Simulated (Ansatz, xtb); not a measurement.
Isomers of C5H6O in order of energy

3 gas-phase structures of C5H6O, from a drawn sample of its isomers (lower ones may exist). Each was relaxed with GFN2-xTB; where two conformers were screened, the lower at r2SCAN-D4/def2-SVP is listed:

A. `C#C[C@@H](C)C=O`, a singlet
B. `CC#CCC=O`, a singlet
C. `CCC#CC=O`, a singlet

Task: Estimate their order in r2SCAN-D4/def2-SVP energy at these geometries, lowest first.

Result: Calculated order at r2SCAN-D4/def2-SVP: B (0.0), C (3.9), A (22.1) kJ/mol. Less than 1 kcal/mol parts B and C, so the order within that pair means little.

Energies above the lowest of each column, in kJ/mol; the last columns are at PBE-D3(BJ)/def2-SVP geometries:

| structure | GFN2-xTB | HF/STO-3G | r2SCAN-D4/def2-SVP | PBE-D3(BJ)/def2-SVP | CCSD(T)/def2-SVP + ΔMP2/def2-TZVPP |
| --- | --- | --- | --- | --- | --- |
| B | 0.0 | 0.0 | 0.0 | 0.0 | 0.0 |
| C | 4.3 | 3.1 | 3.9 | 3.4 | 8.4 |
| A | 28.0 | 28.0 | 22.1 | 24.3 | 12.6 |

Every level run on B puts it lowest or level with the lowest. Flexible structures stand in one conformer each, not always the lowest. B keeps a small imaginary mode. ΔMP2 is the change of the MP2 energy from the smaller to the larger basis.

Programs: Ansatz 0.2.0, xtb 6.7.1.
